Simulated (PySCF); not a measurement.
# LiF: basis, grid and Hamiltonian

Aim: see how much the energy and properties of LiF depend on the numerical set-up.

Program: PySCF 2.14.0. Level of theory: method and basis as typed in the scripts. These are calculated values, not measurements.

### 1 Starting geometry

LiF: 2 atoms, charge 0, spin multiplicity 1.

Bond lengths: Li1–F2 2.032 Å.

### 2 Base script

Contents of input.py:

```python
from pyscf import gto, dft

mol = gto.M(
    atom='Li 0 0 0; F 0 0 2.032',
    basis='cc-pvtz',
    charge=0,
    spin=0,
    verbose=4,
)
mf = dft.RKS(mol, xc='x3lyp')
mf.kernel()
mf.analyze()
print('orbital energies (hartree):', mf.mo_energy[..., max(0, mol.nelec[1]-3):mol.nelec[0]+3].round(4))
```

The run is started by

```sh
> OMP_NUM_THREADS=1 python input.py
```

The log of this run is left out.

It gives: E(SCF) = -107.402083 Eh, 9 cycles, μ = 7.89 D.

The bond length is a typed value, not an optimised one.

### 3 Sbkjc (core potential on)

Edit 1 changes basis set: cc-pvtz → sbkjc; core potential: off → on. The core potential changes with it: totals don't compare.

Contents of input.py:

```python
from pyscf import gto, dft

mol = gto.M(
    atom='Li 0 0 0; F 0 0 2.032',
    basis='sbkjc',
    ecp={'Li': 'sbkjc', 'F': 'sbkjc'},
    charge=0,
    spin=0,
    verbose=4,
)
mf = dft.RKS(mol, xc='x3lyp')
mf.kernel()
mf.mulliken_pop()
mf.dip_moment()
print('orbital energies (hartree):', mf.mo_energy[..., max(0, mol.nelec[1]-3):mol.nelec[0]+3].round(4))
```

The run is started by

```sh
> OMP_NUM_THREADS=1 python input.py
```

### 4 Cc-pcvdz

Edit 2 changes basis set: cc-pvtz → cc-pcvdz.

Changes to input.py since step 2:

```diff
@@ -4,3 +4,3 @@
     atom='Li 0 0 0; F 0 0 2.032',
-    basis='cc-pvtz',
+    basis='cc-pcvdz',
     charge=0,
```

### 5 6-311++g**

Edit 3 changes basis set: cc-pvtz → 6-311++g**.

Changes to input.py since step 2:

```diff
@@ -4,3 +4,3 @@
     atom='Li 0 0 0; F 0 0 2.032',
-    basis='cc-pvtz',
+    basis='6-311++g**',
     charge=0,
```

### 6 Crenbl (core potential on)

Edit 4 changes basis set: cc-pvtz → crenbl; core potential: off → on. The core potential changes with it: totals don't compare.

Contents of input.py:

```python
from pyscf import gto, dft

mol = gto.M(
    atom='Li 0 0 0; F 0 0 2.032',
    basis='crenbl',
    ecp={'Li': 'crenbl', 'F': 'crenbl'},
    charge=0,
    spin=0,
    verbose=4,
)
mf = dft.RKS(mol, xc='x3lyp')
mf.kernel()
mf.mulliken_pop()
mf.dip_moment()
print('orbital energies (hartree):', mf.mo_energy[..., max(0, mol.nelec[1]-3):mol.nelec[0]+3].round(4))
```

What does the calculation give? Wanted: for each run, E(SCF); from base; gap; SCF dipole.

The runs gave:

```
                       run  E(SCF) (hartree)  from base (eV)  cycles  gap (eV)  SCF dipole (D)  functions
                      base       -107.402083               0       9      4.75            7.89         60
 sbkjc (core potential on)        -24.422418  not comparable       9      4.55            8.14         16
                  cc-pcvdz       -107.360204         +1.1396       9      4.40            7.49         36
                6-311++g**       -107.401671         +0.0112       9      4.85            8.32         44
crenbl (core potential on)        -24.469651  not comparable       8      4.49            7.86         32
```

Of the runs whose energies can be compared, “cc-pcvdz” moves the SCF energy most (+1.140 eV). cc-pcvdz (36 functions) gives an energy 1.14 eV higher than cc-pvtz (60). 6-311++g** (44 functions) gives an energy 0.01 eV higher than cc-pvtz (60).
